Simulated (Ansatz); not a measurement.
# Si₂N (quartet): the correlation ladder, cc-pVTZ

The task here is to estimate one member of a computed series from the others.

Computed with Ansatz 0.2.0, Gaussian basis. Level: cc-pVTZ, core rule «outside noble gas», up to 11 orbitals frozen.

The runs, in order: UHF; CCSD(T) on ROHF; CCSD(T) on UHF; BCCD(T) on ROHF; CCSDT(Q) on ROHF; CCSDT(Q) on UHF; CASSCF and NEVPT2, 13 electrons in 12 orbitals.

3 further runs of the same task are left out: 3 set aside as unsound or not needed.

## The system

The geometry is a PBE0/def2-TZVP stationary point (not a proven minimum).

3 atoms, charge 0, spin multiplicity 4.

Atoms are counted from 1 here; the program's logs count them from 0.

Bond lengths: Si1–N2 1.661 Å, N2–Si3 1.597 Å. Angles: Si1–N2–Si3 180.0°.

The first run:

Input file in.yaml:

```yaml
crystal:
  periodic: [false, false, false]
  atoms:
    - {symbol: Si, position_ang: [0.000000, 0.000000, 1.639800]}
    - {symbol: N, position_ang: [0.000000, 0.000000, -0.021300]}
    - {symbol: Si, position_ang: [0.000000, 0.000000, -1.618500]}
basis:
  gaussian: {orbitals: cc-pVTZ}
magnetization: {spin_polarized: true, initial_magnetization: 3}
hamiltonian: {xc: hf}
output: {orbitals: {seedname: orbitals}}
```

On the command line:

```console
> ansatz run in.yaml --threads 1 --pin off --events-out ev --progress --plain --max-ram 4096MiB --backend cpu
```

Steps of the session up to this table: UHF; CCSD(T) on ROHF; CCSD(T) on UHF; BCCD(T) on ROHF; CCSDT(Q) on ROHF; CCSDT(Q) on UHF; CASSCF and NEVPT2, 13 electrons in 12 orbitals.

One table of the session follows, with a row left open; its other results are not shown here.

It belongs to the step «Misses and costs». 

| method | from RCCSDT(Q) (meV) |
| --- | --- |
| UHF | +10674.8 |
| RMP2 | +582.3 |
| UMP2 | ? |
| RCCSD | +1183.1 |
| UCCSD | +897.0 |
| RCCSD(T) | +156.7 |
| UCCSD(T) | +254.0 |
| BCCD(T) | +204.3 |
| RCCSDT | +176.4 |
| UCCSDT | +143.1 |
| RCCSDT(Q) | 0 |
| UCCSDT(Q) | +24.2 |
| CASSCF valence | +7102.9 |
| NEVPT2 valence | +2085.0 |

Q: Estimate the row for UMP2 from the others.

As computed: from RCCSDT(Q) (meV): +1418.0. In the column «from RCCSDT(Q) (meV)» it lies between RCCSD (+1183.1) and NEVPT2 valence (+2085.0).

Left out of the table: ROHF (another determinant or state than the rows shown).

Limits of these values: The report flags that the cluster equations may have other roots. The program flags RCCSD(T), BCCD(T), RCCSDT(Q) as in doubt, so the zero of the table is itself unsure. Warnings: coupled cluster took another determinant than the lowest; large T1 diagnostic. Restricted and unrestricted rows rest on different reference determinants; where their highest levels disagree by more than a few hundredths of an eV, they describe different states and don't form one ladder.
